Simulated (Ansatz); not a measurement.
The cluster LiSi2, relaxed as a doublet with UKS PBE-D4/def2-TZVP in Ansatz, starting from the GFN1-xTB geometry. Force threshold 0.02 eV/Å.

The structure comes from a short search, and lower isomers may exist.

Start:

| atom | x (Å) | y (Å) | z (Å) |
| --- | --- | --- | --- |
| Li1 | 1.299 | -0.254 | 0.286 |
| Si2 | -0.872 | 0.199 | 0.933 |
| Si3 | -0.426 | 0.054 | -1.219 |

```json
{"step": "1", "energy (eV)": "-15949.2615", "largest force component (eV/Å)": "1.578", "SCF passes": "46"}
{"step": "2", "energy (eV)": "-15949.5060", "largest force component (eV/Å)": "0.372", "SCF passes": "40"}
{"step": "3", "energy (eV)": "-15949.5220", "largest force component (eV/Å)": "0.057", "SCF passes": "43"}
{"step": "4", "energy (eV)": "-15949.5222", "largest force component (eV/Å)": "0.003", "SCF passes": "38"}
```

Force components are those of the run's own axes.

End:

```xyz
3

Li    1.487   -0.291    0.328
Si   -0.958    0.215    0.871
Si   -0.529    0.076   -1.199
```

By distances, no bond broke or formed. The bond that changes most is Li1–Si2, from 2.31 to 2.55 Å (atoms count from 1).

No frequencies were taken in this run, so the end may be a saddle point.

Hardware: 4 threads of Arm Neoverse V2 on a shared host. Wall time 3.4 s.
